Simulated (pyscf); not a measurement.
This saddle point was located with ωB97X-D3(BJ)/def2-SVP in PySCF.

```xyz
7

O     -0.8151     0.1813     1.6873
Si    -1.3037     0.2599     0.2458
O     -0.8516    -1.0262    -0.8730
H     -2.5418     0.8324    -0.3024
H     -0.4107    -1.7788    -0.4524
F     -0.0884     1.0508    -1.0071
H     -0.1109     0.0139    -1.2962
```
Charge 0, spin multiplicity 1.

Surface: singlet, charge 0. Lowest wavenumbers (cm⁻¹): 613i, 241, 306, 470, 498.

**Question.** What reaction is this the transition state of?

**Answer.** O=SiH–OH + HF ⇌ O=SiH–F + H₂O, a four-centre exchange read from left to right: O–Si, F–H broken and F–Si, H–O formed. At CCSD(T)/def2-TZVPP + ΔMP2(QZVPP) it lies +1.4 kJ/mol from the left side and +16.3 kJ/mol from the right (each side as separated species at their lowest minima found). On the reactant side the descent ends in an adduct with a F–Si contact, 24.1 kJ/mol under the separated species and 15.1 kJ/mol under the saddle at ωB97X-D3(BJ)/def2-TZVP. On the product side the descent ends in an adduct with a O–Si contact, 109.0 kJ/mol under the separated species and 113.1 kJ/mol under the saddle at ωB97X-D3(BJ)/def2-TZVP. What is counted as formed (F–Si) is already present as a longer contact in the reactant adduct; forming that adduct is a step of its own. What is counted as broken (O–Si) persists as a longer contact in the product adduct; parting that adduct is a step of its own. At ωB97X-D3(BJ) the barrier from the zero used here is -9.0 kJ/mol. O=SiH–OH lies 41.2 kJ/mol over its isomer HO–Si:–OH [singlet] (electronic energy, ωB97M-D3(BJ)). O=SiH–F lies 66.3 kJ/mol over its isomer HO–Si:–F [singlet] (electronic energy, ωB97M-D3(BJ)). This is the saddle that the search found; another between the same sides may lie lower. The CCSD(T) − MP2 part came from Ansatz, without density fitting, on the same reference.
